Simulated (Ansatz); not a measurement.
Basis-set extrapolation for CH₃NS (`N=CS`) (PBE0-D4/def2-TZVP geometry, frozen core, Ansatz 0.2.0). Multiplicity 1, RHF reference.

|  | def2-TZVPP | def2-QZVPP |
| --- | --- | --- |
| HF | -491.620141 | -491.636044 |
| MP2 correlation | -0.540934 | -0.581262 |
| CCSD(T) correlation | -0.595983 | -0.632974 |

Energies in hartree. Use E(X) = E(∞) + A·exp(−7.88·√X) for Hartree–Fock and E(X) = E(∞) + B·X^(−2.97) for correlation, with X = 3 and 4.

What is the CCSD(T) energy at the basis-set limit?

HF limit: -491.636044 + (-0.015903) × 0.13774 = -491.63823. Correlation limit: -0.632974 + (-0.036991) × 0.74074 = -0.66037. Total: -492.29860 hartree, 216.5 kJ/mol below CCSD(T)/def2-TZVPP.
